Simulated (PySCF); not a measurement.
C3H3FO2.
SMILES: `O=C1CO[C@H]1F`

Method: MP2 and CCSD/aug-cc-pVDZ in PySCF, restricted Hartree–Fock reference, 6 core orbitals frozen, non-relativistic, gas phase, PBE0-D3(BJ)/def2-SVP geometry.

E(HF) = -364.51246 Eh.

Q: How large is the problem?

A: 165 basis functions and 46 electrons; 6 orbitals frozen, which leaves o = 17 correlated occupied and v = 142 virtual orbitals. That is o·v = 2414 singles and o·v(o·v + 1)/2 = 2914905 distinct closed-shell doubles amplitudes before symmetry; the costliest CCSD step grows as o²v⁴ = 1.2 × 10^11.

Q: What are the MP2 and CCSD correlation energies?

A: MP2 -0.9880 Eh and CCSD -1.0144 Eh, which gives totals of -365.50046 and -365.52691 Eh. That is 0.812 eV for each correlated electron at CCSD (2663 kJ/mol in all, 0.278 % of the total energy); MP2 gives 97.4 % of the CCSD value.

Q: What is the T1 diagnostic?

A: 0.0158, below the customary warning level of 0.02. It is the norm of the spatial-orbital singles amplitudes over the root of the number of correlated electrons, so the norm is 0.092.

Q: How does correlation change the dipole moment?

A: HF gives 2.18 D and CCSD (unrelaxed density) 1.86 D, a change of -0.32 D; the two vectors are 7° apart.

Connected triples and the basis-set limit are missing.

The job also held the EOM ionisation roots. Time: 7.5 min of wall time. Hardware: one thread, x86-64 server, no GPU (shared host).
